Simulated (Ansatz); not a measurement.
Results of LDA (PAW; Ansatz, a first-principles code) for hematite (α-Fe2O3).

Settings: plane-wave cutoff 500 eV, 10×10×10 k mesh, Fermi–Dirac smearing 0.05 eV, spin-polarised with opposed moments, scalar-relativistic PAW data made under PBE.

Cell (relaxed at this level):

```
Fe2O3
1.0
    4.63249    -2.30993     0.07131
    4.63249     2.30993     0.07131
    3.42198     0.00000     3.88471
Fe O
4 6
Direct
  0.84653   0.84653   0.84653
  0.34653   0.34653   0.34653
  0.15347   0.15347   0.15347
  0.65347   0.65347   0.65347
  0.43736   0.06264   0.75000
  0.06264   0.75000   0.43736
  0.56264   0.93736   0.25000
  0.25000   0.56264   0.93736
  0.93736   0.25000   0.56264
  0.75000   0.43736   0.06264
```

Question: Estimate the magnetic moment (largest site, within a sphere) that the calculation returns.

Answer: 
* **magnetic moment (largest site, within a sphere)**: 1.07 μB

The run finds no gap.

Moments are spin moments.

The result took roughly 40 core-minutes.
